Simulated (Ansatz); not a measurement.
# Molecular dynamics of BCl$_{2}$, charge +1

Input file:

```yaml
crystal:
  periodic: [false, false, false]
  atoms:
    - { symbol: Cl, position_ang: [-1.274004, 0.789457, -0.608207] }
    - { symbol: B, position_ang: [5.0e-06, 1.1e-05, 1.0e-06] }
    - { symbol: Cl, position_ang: [1.273999, -0.789469, 0.608197] }
total_charge: 1
basis:
  gaussian: { orbitals: def2-SVP }
hamiltonian:
  xc: pbe0
  dispersion: d4
md:
  timestep: 1.0
  n_steps: 400
  ensemble: nvt_langevin
  temperature: 200.0
  initial_velocities: maxwell_boltzmann
  seed: 385379
  friction: 0.005
  temperature_schedule:
    - { n_steps: 100, end_temperature: 200.0 }
    - { n_steps: 300, end_temperature: 400.0 }
scf:
  lower_state_search: "off"
```

Run as:

```bash
$ ansatz run input.yaml --threads 1 --pin off --max-ram 2048MiB --backend cpu --events-out ev --progress --plain --runs-dir out
```

It starts from a relaxed structure.

Output, in part (step lines, the closing report, with atoms numbered from 0; the dipole of an ion depends on the origin):

```
md step     0: t =     0.00 fs  T =   133.3 K (target 200.0 K)  F+E_penalty+E_count = -25696.71683317 eV  E_kin = 0.051704 eV  (12 SCF iters)
md step     1: t =     1.00 fs  T =   128.4 K (target 200.0 K)  F+E_penalty+E_count = -25696.71617915 eV  E_kin = 0.049779 eV  (15 SCF iters)
md step     2: t =     2.00 fs  T =   132.2 K (target 200.0 K)  F+E_penalty+E_count = -25696.71426552 eV  E_kin = 0.051280 eV  (15 SCF iters)
md step     3: t =     3.00 fs  T =   124.9 K (target 200.0 K)  F+E_penalty+E_count = -25696.71123372 eV  E_kin = 0.048449 eV  (15 SCF iters)
md step     4: t =     4.00 fs  T =   110.7 K (target 200.0 K)  F+E_penalty+E_count = -25696.70768855 eV  E_kin = 0.042917 eV  (15 SCF iters)
md step     5: t =     5.00 fs  T =    93.3 K (target 200.0 K)  F+E_penalty+E_count = -25696.70410664 eV  E_kin = 0.036161 eV  (15 SCF iters)
md step     6: t =     6.00 fs  T =    73.2 K (target 200.0 K)  F+E_penalty+E_count = -25696.70078312 eV  E_kin = 0.028384 eV  (14 SCF iters)
md step     7: t =     7.00 fs  T =    69.8 K (target 200.0 K)  F+E_penalty+E_count = -25696.69801514 eV  E_kin = 0.027062 eV  (14 SCF iters)
[... lines left out ...]
md step   397: t =   397.00 fs  T =   224.9 K (target 397.7 K)  F+E_penalty+E_count = -25696.68552222 eV  E_kin = 0.087194 eV  (15 SCF iters)
md step   398: t =   398.00 fs  T =   188.8 K (target 398.3 K)  F+E_penalty+E_count = -25696.68891655 eV  E_kin = 0.073231 eV  (15 SCF iters)
md step   399: t =   399.00 fs  T =   189.1 K (target 399.0 K)  F+E_penalty+E_count = -25696.69113102 eV  E_kin = 0.073319 eV  (15 SCF iters)
md step   400: t =   400.00 fs  T =   211.2 K (target 399.7 K)  F+E_penalty+E_count = -25696.69294492 eV  E_kin = 0.081885 eV  (15 SCF iters)
Total energy: -25696.69296190 eV, -944.3360485058 hartree
Atom 0 at    -1.664717     1.155621    -0.936902 Å, force     0.340038     0.041291     0.257596 eV/Å
Atom 1 at    -0.575501     0.598288     0.136694 Å, force    -0.485493    -0.170185    -0.327711 eV/Å
Atom 2 at     0.396955    -0.152087     1.186281 Å, force     0.145455     0.128894     0.070114 eV/Å
Dipole moment:     0.033138     0.037533     0.013031 e Å
```

The steps, from the saved trajectory:

```
time (fs)  T (K)  potential energy less start (eV)
        0    133                             0.000
       13     97                             0.030
       26    108                             0.020
       39     48                             0.044
       52    112                             0.018
       65    189                             0.035
       78    112                             0.076
       91    299                             0.010
      104     68                             0.095
      117    277                             0.024
      130    100                             0.100
      143    231                             0.038
      156    332                             0.032
      169    320                             0.052
      182    315                             0.054
      195    257                             0.075
      208    318                             0.031
      221    233                             0.075
      234    333                             0.024
      247    192                             0.042
      260    260                             0.038
      273    275                             0.039
      286    145                             0.088
      299    195                             0.081
      312    369                             0.043
      325    505                             0.026
      338    322                             0.033
      351    322                             0.053
      364    535                             0.022
      377    335                             0.026
      390    236                             0.058
```

All steps were run. The schedule's set-point averaged 333 K over the second half and the system 307 K. A run of 0.4 ps of so small a system gives no equilibrium averages.

The same pairs are bonded in the first frame and the last. Pairs count as bonded within 1.25 times the sum of covalent radii (0.12 Å more for H–H).

Last frame:

```xyz
3
Properties=species:S:1:pos:R:3
Cl -1.665 1.156 -0.937
B -0.576 0.598 0.137
Cl 0.397 -0.152 1.186
```

The run took 4.4 min on 1 thread of Arm Neoverse V1 (shared host), peak memory 0.09 GiB.
